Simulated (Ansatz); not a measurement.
Input file:

```yaml
crystal:
  periodic: [false, false, false]
  atoms:
    - {symbol: Ge, position_ang: [0.000000, 0.000000, 0.000000]}
    - {symbol: C, position_ang: [0.000000, 0.000000, 6.451000]}
basis:
  gaussian: {orbitals: cc-pVDZ}
correlation: {method: fic_mrcisd_q, electrons: outside_noble_gas, active_space: {window: {electrons: 8, orbitals: 8}, shells: [{species: C, l: s, shell: 2}, {species: C, l: p, shell: 2}, {species: Ge, l: s, shell: 4}, {species: Ge, l: p, shell: 4}]}}
```

```sh
$ ansatz run in.yaml --threads 1 --pin off --events-out ev --progress --plain --max-ram 4096MiB --backend cpu
```

Output:

```
709 factors; integrals over basis functions are off by at most 4.3e-8 eV
mean field evaluation 1: about -57464.5721 eV, gradient 3.5e1 eV
mean field evaluation 2: about -57464.5721 eV, gradient 3.5e1 eV
mean field evaluation 4: about -57455.9814 eV, gradient 3.7e1 eV
mean field evaluation 8: about -57492.9039 eV, gradient 1.3e0 eV
mean field evaluation 16: about -57492.9250 eV, gradient 2.4e-6 eV
mean field evaluation 32: about -57492.9229 eV, gradient 7.4e-1 eV
mean field evaluation 64: about -57492.9212 eV, gradient 6.2e-2 eV
mean field evaluation 96: about -57492.9151 eV, gradient 3.4e-2 eV
mean field evaluation 128: about -57492.9212 eV, gradient 1.1e0 eV
mean field evaluation 160: about -57492.9236 eV, gradient 6.5e-2 eV
mean field evaluation 192: about -57492.9248 eV, gradient 3.3e-1 eV
mean field evaluation 224: about -57492.5092 eV, gradient 8.3e0 eV
mean field evaluation 256: about -57492.9244 eV, gradient 3.2e-1 eV
mean field evaluation 288: about -57492.9154 eV, gradient 2.8e-4 eV
mean field evaluation 320: about -57491.8940 eV, gradient 1.6e1 eV
mean field -57492.92503853 eV, -2112.8260250618 hartree, gradient 2.4e-6 eV, S^2 0.000000; 17 other end points of the search recorded, 0 dependent functions left out; unrestricted orbitals would lower it
reference -57492.92503853 eV, -2112.8260250618 hartree; 19, 19 occupied and 22, 22 virtual orbitals, 709 factors
state -57497.70052403 eV, -2113.0015209168 hartree
contracted CI cycle   1: correlation 0.00000000 eV, 0.0000000000 hartree, residual 1.14e1 eV
contracted CI cycle   2: correlation -2.73797412 eV, -0.1006186929 hartree, residual 1.74e0 eV
contracted CI cycle   3: correlation -2.79606299 eV, -0.1027534195 hartree, residual 1.88e-1 eV
contracted CI cycle   4: correlation -2.79686633 eV, -0.1027829417 hartree, residual 3.59e-2 eV
contracted CI cycle   5: correlation -2.79689295 eV, -0.1027839200 hartree, residual 5.57e-3 eV
contracted CI cycle   6: correlation -2.79689359 eV, -0.1027839438 hartree, residual 1.11e-3 eV
contracted CI cycle   7: correlation -2.79689362 eV, -0.1027839447 hartree, residual 2.06e-4 eV
state -57497.70052403 eV, -2113.0015209168 hartree; corrected -57500.68600974 eV, -2113.1112354930 hartree
Total energy: -57500.68600974 eV, -2113.1112354930 hartree
Checks for a lower state left out: starts, orbital_swaps
```

Natural occupations: 1.9663 1.9546 1.0005 1.0000 1.0000 0.9995 0.0454 0.0337.

For the same geometry and basis full CI lies 53.7 meV higher.

Ran on 1 thread of AMD EPYC 7R13, shared host: 7.5 s wall, 0.23 GiB peak host memory.
